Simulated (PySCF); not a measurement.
# Bond curve of SiO⁺

Set-up: basis Si def2-TZVP, O def2-TZVP; no relativity; PySCF 2.14. Energies in eV from Si⁺ + O in their ground configurations at the same level. State: ²Σ⁺ (doublet), unpaired electrons σ ↑.

| R (Å) | PBE0 |
| --- | --- |
| 1.308 | -2.956 |
| 1.369 | -3.951 |
| 1.430 | -4.488 |
| 1.475 | -4.673 |
| 1.521 | -4.721 |
| 1.567 | -4.666 |
| 1.627 | -4.478 |
| 1.704 | -4.124 |
| 1.795 | -3.602 |
| 1.917 | -2.844 |

Task: Put a parabola through the three lowest points of the PBE0 curve and estimate Re, k and ωe (reduced mass 10.18 u; 1 eV/Å² = 0.16022 mdyn/Å; ωe = 1302.8·√(k/μ) cm⁻¹).

Result: Through R = 1.475, 1.521, 1.567 Å the second-order coefficient is 24.3 eV/Å², so Re ≈ 1.519 Å, k ≈ 7.80 mdyn/Å and ωe ≈ 1140 cm⁻¹. A polynomial fit of higher order to the unrounded PBE0 energies gives Re = 1.517 Å, k = 8.06 mdyn/Å, ωe = 1159 cm⁻¹; anharmonicity and rounding make the difference.

The higher-order fit for each curve: PBE0: Re = 1.517 Å, ωe = 1159 cm⁻¹, De = 4.72 eV.

For an ion De counts to the pair picked by the measured ionisation energies or electron affinities, which need not be the lowest pair at this level. The state was picked by a PBE0 search and need not be the measured ground state.
